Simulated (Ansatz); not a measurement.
# CH2BS+ (SMILES B1[CH+]S1): one structure at several levels

An exercise on one series of results from a longer session: the logs are not shown, and one member is left open.

Method: single points in def2-TZVPP; program: Ansatz 0.2.0, Gaussian basis.

Correlated methods freeze the cores.

## Starting geometry

SMILES `B1[CH+]S1`, 5 atoms, charge 1, spin multiplicity 1.

Atoms are counted from 1 here; the program's logs count them from 0.

Bond lengths: B1–C2 1.495 Å, B1–S3 1.741 Å, B1–H4 1.125 Å, C2–S3 1.625 Å, C2–H5 1.069 Å. Angles: C2–B1–S3 59.7°, C2–B1–H4 154.6°, S3–B1–H4 145.3°, B1–C2–S3 67.7°, B1–C2–H5 157.9°, S3–C2–H5 134.3°, B1–S3–C2 52.6°.

Geometry (Å):

```xyz
5
CH2BS
B    -0.1190   -0.7579   -0.2395
C    -0.0954    0.7112    0.0350
S     1.1151   -0.0757    0.7811
H    -0.5630   -1.7088   -0.6443
H    -0.4257    1.7276    0.0164
```

Set-up of the first run:

Contents of run/in.yaml:

```yaml
crystal:
  periodic: [false, false, false]
  atoms:
    - {symbol: B, position_ang: [-0.119000, -0.757900, -0.239500]}
    - {symbol: C, position_ang: [-0.095400, 0.711200, 0.035000]}
    - {symbol: S, position_ang: [1.115100, -0.075700, 0.781100]}
    - {symbol: H, position_ang: [-0.563000, -1.708800, -0.644300]}
    - {symbol: H, position_ang: [-0.425700, 1.727600, 0.016400]}
basis:
  gaussian: {orbitals: def2-TZVPP}
total_charge: 1
correlation: {method: ccsd_t}
output: {forces: true}
```

The command line of these runs was not kept.

Among the steps run: CCSD(T)/def2-TZVPP; PBE0-D4/def2-TZVPP; wB97M-V/def2-TZVPP; r2SCAN-D4/def2-TZVPP; PBE-D4/def2-TZVPP; revPBE-D4/def2-TZVPP; SPW92/def2-TZVPP.

One table of the session follows, with a row left open; its other results are not shown here.

| method | RMS force component (eV/Å) | angle to CCSD(T) forces (°) |
| --- | --- | --- |
| CCSD(T) | 0.877 | reference |
| PBE0-D4 | 0.751 | 20.7 |
| wB97M-V | 0.695 | 18.1 |
| r2SCAN-D4 | 0.795 | 13.0 |
| PBE-D4 | 0.925 | 9.3 |
| revPBE-D4 | ? | ? |
| SPW92 | 0.908 | 30.7 |

**Question.** Estimate the row for revPBE-D4.

The run gave: RMS force component (eV/Å): 0.969; angle to CCSD(T) forces (°): 5.0. In the column «RMS force component (eV/Å)» it is the highest.
